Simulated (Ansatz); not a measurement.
**CHOSi (quartet): the correlation ladder at a displaced geometry (v1), cc-pVDZ**

An exercise on one series of results from a longer session: the logs are not shown, and one member is left open.

The runs use Ansatz 0.2.0, Gaussian basis; cc-pVDZ, core rule «outside noble gas», up to 7 orbitals frozen.

To be run: UHF; CCSD(T) on ROHF; CCSD(T) on UHF; BCCD(T) on ROHF; CISD as a restricted active space (open shells left free, so some higher excitations enter); CCSDT(Q) on ROHF; CCSDT(Q) on UHF.

20 further runs of the same task are left out: 10 that didn't finish, 10 set aside as unsound or not needed. Runs told in other sessions of the task aren't counted.

## The geometry

The geometry is a PBE0/def2-TZVP stationary point (not a proven minimum) with its atoms shifted at random (size 0.040 Å).

4 atoms, charge 0, spin multiplicity 4.

Atoms are counted from 1 here; the program's logs count them from 0.

Bond lengths: C1–Si2 1.824 Å, C1–H4 1.086 Å, Si2–O3 1.531 Å. Angles: Si2–C1–H4 148.2°, C1–Si2–O3 125.6°.

Coordinates:

```
C    -0.01181   -0.23536    1.66388
Si   -0.01265    0.39956   -0.04633
O     0.03532   -0.45604   -1.31463
H    -0.06746   -1.08991    2.33140
```

Set-up of the first run:

The input, in.yaml:

```yaml
crystal:
  periodic: [false, false, false]
  atoms:
    - {symbol: C, position_ang: [-0.011813, -0.235365, 1.663884]}
    - {symbol: Si, position_ang: [-0.012646, 0.399560, -0.046326]}
    - {symbol: O, position_ang: [0.035318, -0.456041, -1.314627]}
    - {symbol: H, position_ang: [-0.067459, -1.089909, 2.331402]}
basis:
  gaussian: {orbitals: cc-pVDZ}
magnetization: {spin_polarized: true, initial_magnetization: 3}
hamiltonian: {xc: hf}
output: {orbitals: {seedname: orbitals}}
```

Started as:

```bash
$ ansatz run in.yaml --threads 1 --pin off --events-out ev --progress --plain --max-ram 2393MiB
```

Steps of the session up to this table: UHF; CCSD(T) on ROHF; CCSD(T) on UHF; BCCD(T) on ROHF; CISD as a restricted active space (open shells left free, so some higher excitations enter); CCSDT(Q) on ROHF; CCSDT(Q) on UHF.

One table of the session follows, with a row left open; its other results are not shown here.

It belongs to the step «Misses and costs». 

```
   method  from RCCSDT(Q) (kcal/mol)
     ROHF                    +247.50
      UHF                    +241.03
     RMP2                     +23.85
     UMP2                     +24.48
     CISD                     +34.47
    RCCSD                     +10.78
    UCCSD                     +10.58
 RCCSD(T)                          ?
 UCCSD(T)                      +1.86
  BCCD(T)                      +1.81
   RCCSDT                      +0.75
   UCCSDT                      +0.76
RCCSDT(Q)                          0
UCCSDT(Q)                      -0.49
```

Q: Estimate the row for RCCSD(T) from the others.

**Answer.** from RCCSDT(Q) (kcal/mol): +1.75. In the column «from RCCSDT(Q) (kcal/mol)» it lies between UCCSDT (+0.76) and BCCD(T) (+1.81).

Limits of these values: Restricted and unrestricted rows rest on different reference determinants; a gap between their highest levels can come from leftover correlation error, from unlike frozen cores or from another state.
